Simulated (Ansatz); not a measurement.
Mulliken charges of CH2O (`[CH2][O]`) (triplet) from ωB97M-V/def2-TZVPP in Ansatz (PBE0-D4/def2-TZVP geometry).

```tsv
atom	x (Å)	y (Å)	z (Å)	charge (e)
C1	0.021	-0.051	-0.214	-0.146
O2	0.962	0.668	0.316	-0.124
H3	-0.949	0.460	-0.281	0.135
H4	-0.034	-1.077	0.179	0.135
```

By hand: the dipole of these point charges (1 e Å = 4.8032 D).

Σ q r = (-0.255, -0.159, -0.022) e Å, of length 0.301 e Å = 1.45 D.

How does the dipole of the full density compare? (Estimate.)

Computed: (-0.259, -0.139, 0.052) e Å, 1.43 D; the point charges give 1.01 times that, at 15° from its direction.

Point charges leave out the atoms' own dipoles, such as those of lone pairs, and Mulliken's split depends on the basis, so the close match here is no proof of good charges.
